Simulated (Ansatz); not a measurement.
# Zinc-blende MnSe (metastable phase)

Method: r²SCAN (Ansatz, a program for electronic structure, plane waves, PAW).

Settings: plane-wave cutoff 560 eV, 16×16×16 k mesh, Fermi–Dirac smearing 0.05 eV, spin-polarised start, scalar-relativistic PAW data made under PBE.

Cell (relaxed at this level):

```
MnSe
1.0
    0.00000     2.96243     2.96243
    2.96243     0.00000     2.96243
    2.96243     2.96243     0.00000
Mn Se
1 1
Direct
  0.00000   0.00000   0.00000
  0.25000   0.25000   0.25000
```

```
Property                              Result
---------------  ---------------------------
band gap         0.83 eV (on the SCF k mesh)
bulk modulus B0                     55.5 GPa
```

Note: the magnetic order was assumed, not searched for or taken from measurement; the bulk modulus is −V dP/dV from two relaxed cells at ±2 % in volume; the volume lies 6 % above that of the published cell.

Spin–orbit coupling is not included.

The computed numbers hold no vibrational or temperature effects.

Cost on a shared machine: around 7 core-minutes (rough).
